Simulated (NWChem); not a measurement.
System: CH₃, doublet; SMILES [CH3]

Excerpt of the output:

```
             Northwest Computational Chemistry Package (NWChem) 7.3.0
             --------------------------------------------------------

                             Geometry "geometry" -> ""
                             -------------------------

 Output coordinates in angstroms (scale by  1.889725989 to convert to a.u.)

  No.       Tag          Charge          X              Y              Z
 ---- ---------------- ---------- -------------- -------------- --------------
    1 C                    6.0000     0.00000000     0.00000000     0.00000000
    2 H                    1.0000    -0.77094600    -0.77094600     0.00000000
    3 H                    1.0000    -0.28218600     1.05313200     0.00000000
    4 H                    1.0000     1.05313200    -0.28218600     0.00000000

 Effective nuclear repulsion energy (a.u.)       9.5771077529

                                 NWChem DFT Module
                                 -----------------

 Summary of "ao basis" -> "ao basis" (spherical)
 ------------------------------------------------------------------------------
       Tag                 Description            Shells   Functions and Types
 ---------------- ------------------------------  ------  ---------------------
 C                          def2-svp                 6       14   3s2p1d
 H                          def2-svp                 3        5   2s1p

 in cosmo_initialize ...

 solvent parameters
 solvname_short: unkn
 solvname_long:  unknown
 dielec:        7.6000

          ---------------
          -cosmo- solvent
          ---------------
 Cosmo: York-Karplus, doi: 10.1021/jp992097l
 dielectric constant -eps-     =   7.60
 screen = (eps-1)/(eps    )    =   0.86842
 surface charge correction     = lagrangian

   van der Waals surface
 --------------------------

[...]

                                   COSMO solvation results
                                   -----------------------

                 gas phase energy =       -39.774629546289
                 sol phase energy =       -39.775626424745
 (electrostatic) solvation energy =         0.000996878456 (    0.63 kcal/mol)

                    DFT Final Alpha Molecular Orbital Analysis
                    ------------------------------------------

 Vector    3  Occ=1.000000D+00  E=-4.816816D-01
              MO Center=  1.8D-01,  1.8D-01, -3.4D-11, r^2= 1.2D+00
   Bfn.  Coefficient  Atom+Function         Bfn.  Coefficient  Atom+Function
  ----- ------------  ---------------      ----- ------------  ---------------
     4      0.324132  1 C  px                 5     -0.324132  1 C  py
    20     -0.315431  3 H  s                 25      0.315431  4 H  s
     7      0.130196  1 C  px                 8     -0.130196  1 C  py
    21     -0.105044  3 H  s                 26      0.105044  4 H  s

 Vector    4  Occ=1.000000D+00  E=-4.814614D-01
              MO Center= -1.8D-01, -1.8D-01,  9.8D-12, r^2= 1.2D+00
   Bfn.  Coefficient  Atom+Function         Bfn.  Coefficient  Atom+Function
  ----- ------------  ---------------      ----- ------------  ---------------
    15      0.364242  2 H  s                  4     -0.324279  1 C  px
     5     -0.324279  1 C  py                20     -0.182054  3 H  s
    25     -0.182054  4 H  s                  7     -0.130237  1 C  px
     8     -0.130237  1 C  py                16      0.120939  2 H  s
    21     -0.060595  3 H  s                 26     -0.060595  4 H  s

 Vector    5  Occ=1.000000D+00  E=-2.846304D-01
              MO Center=  4.1D-05,  4.1D-05, -7.3D-12, r^2= 1.1D+00
   Bfn.  Coefficient  Atom+Function         Bfn.  Coefficient  Atom+Function
  ----- ------------  ---------------      ----- ------------  ---------------
     6      0.605807  1 C  pz                 9      0.519749  1 C  pz

 Vector    6  Occ=0.000000D+00  E= 1.282702D-01
              MO Center=  5.4D-03,  5.4D-03, -2.1D-11, r^2= 4.5D+00
   Bfn.  Coefficient  Atom+Function         Bfn.  Coefficient  Atom+Function
  ----- ------------  ---------------      ----- ------------  ---------------
     3      2.501810  1 C  s                 21     -1.228296  3 H  s
    26     -1.228296  4 H  s                 16     -1.217115  2 H  s
     2      0.280534  1 C  s                  1     -0.151348  1 C  s
    20     -0.057707  3 H  s                 25     -0.057707  4 H  s
    15     -0.057397  2 H  s

 Vector    7  Occ=0.000000D+00  E= 1.881658D-01
              MO Center=  5.4D-01,  5.4D-01, -5.9D-11, r^2= 3.9D+00
   Bfn.  Coefficient  Atom+Function         Bfn.  Coefficient  Atom+Function
  ----- ------------  ---------------      ----- ------------  ---------------
    21      1.743869  3 H  s                 26     -1.743869  4 H  s
     7      0.937839  1 C  px                 8     -0.937839  1 C  py
     4      0.245904  1 C  px                 5     -0.245904  1 C  py
    20      0.065064  3 H  s                 25     -0.065064  4 H  s

[...]
```

Level: M06-2X/def2-SVP, spin-unrestricted, COSMO on the gas-phase geometry. In the optimisation the excess spin sits in a2" (D3h, its own frame). Geometry: optimised at PBE0/def2-SVP, spin-unrestricted. No stability test was run on the SCF state. COSMO prints the solvation energy as gas minus solution, so a positive value is a stabilisation.

Q: Write an input that gives this output.

A: One answer among several that fit: the input that was run:
```
start job
memory heap 200 mb stack 900 mb global 1100 mb
geometry units angstroms noautosym nocenter noautoz
  C      0.000000     0.000000     0.000000
  H     -0.770946    -0.770946     0.000000
  H     -0.282186     1.053132     0.000000
  H      1.053132    -0.282186     0.000000
end
basis spherical
  * library def2-svp
end
dft
  odft
  mult 2
  xc m06-2x
  iterations 150
end
cosmo
  dielec 7.6
end
task dft energy
```
